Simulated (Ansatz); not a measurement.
# Predicting a hybrid from its neighbours: C3H6O2 (ethyl formate)

C3H6O2 has 11 atoms, charge 0, and is taken as a singlet. SMILES: `CCOC=O`. Geometry: relaxed at PBE0-D4/def2-TZVP. This is one conformer, not always the lowest.

The vertical energy of the triplet above the singlet y, in eV, basis 6-31G(d); a is the functional's share of exact exchange. Programs: Ansatz 0.2.0.

| functional | program | a | y (eV) |
| --- | --- | --- | --- |
| PBE | Ansatz | 0 | 5.53 |
| BLYP | Ansatz | 0 | 5.52 |
| B3LYP | Ansatz | 0.2 | 5.48 |
| r2SCAN0 | Ansatz | 0.25 | ? |
| PBE0 | Ansatz | 0.25 | 5.42 |
| BHLYP | Ansatz | 0.5 | 5.26 |

Task: Fit y = c + s·a to the known rows and predict r2SCAN0.

Result: 
1. Means of the 5 rows: a = 0.1900, y = 5.442.
2. Σ(Δa)² = 0.172, Σ(Δa·Δy) = -0.0889, so the slope is -0.0889/0.172 = -0.51686.
3. Intercept: 5.442 − (-0.51686) × 0.1900 = 5.540. The largest residual of the fit is 0.043.
4. r2SCAN0: 5.540 + (-0.51686) × 0.25 = 5.41 eV.

The run gave 5.25 eV, so the prediction is off by +0.16 eV, more than the scatter of the fit. Exact exchange favours the state with more unpaired electrons. The rows mix families of semi-local functionals, which the line can't see.
